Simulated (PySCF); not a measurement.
**Trend along the third period: MB cations**

PBE0 with triple-zeta basis sets in PySCF, for the lowest determinant that a PBE0 search found; no spin–orbit coupling. De refers to high-spin ground-configuration atoms (the charge goes to the atom of lower measured ionisation energy or higher electron affinity, which is not always the lowest computed limit). A positive dipole points towards B; it is taken about the centre of mass and depends on that origin.

```json
{"M": "Na", "basis": "pcseg-2", "charged atom": "Na+", "state (unpaired electrons)": "doublet (σ ↑)", "Re (Å)": "2.852", "ωe (cm⁻¹)": "211", "De (eV)": "0.61", "μ (D)": "-2.35"}
{"M": "Mg", "basis": "pcseg-2", "charged atom": "Mg+", "state (unpaired electrons)": "singlet (closed shell)", "Re (Å)": "2.568", "ωe (cm⁻¹)": "348", "De (eV)": "1.50", "μ (D)": "-1.90"}
{"M": "Si", "basis": "def2-TZVPPD", "charged atom": "Si+", "state (unpaired electrons)": "triplet (σ ↑, π ↑)", "Re (Å)": "2.095", "ωe (cm⁻¹)": "553", "De (eV)": "2.81", "μ (D)": "0.56"}
{"M": "P", "basis": "def2-TZVPPD", "charged atom": "B+", "state (unpaired electrons)": "quartet (σ ↑, π ↑↑)", "Re (Å)": "1.846", "ωe (cm⁻¹)": "779", "De (eV)": "3.01", "μ (D)": "1.57"}
{"M": "Cl", "basis": "def2-TZVPPD", "charged atom": "B+", "state (unpaired electrons)": "doublet (σ ↑)", "Re (Å)": "1.596", "ωe (cm⁻¹)": "1154", "De (eV)": "4.28", "μ (D)": "2.69"}
```

The shortest bond is that of BCl⁺ (1.596 Å), the longest that of NaB⁺ (2.852 Å). BCl⁺ is bound most strongly (4.28 eV) and NaB⁺ least (0.61 eV).

The rows differ in basis set, which adds steps of its own.

The state changes along the series, so neighbouring rows are not always alike in their bonding.

For an ion De counts to the pair picked by the measured ionisation energies or electron affinities, which need not be the lowest pair at this level. States were picked by a PBE0 search and need not be the measured ground states.
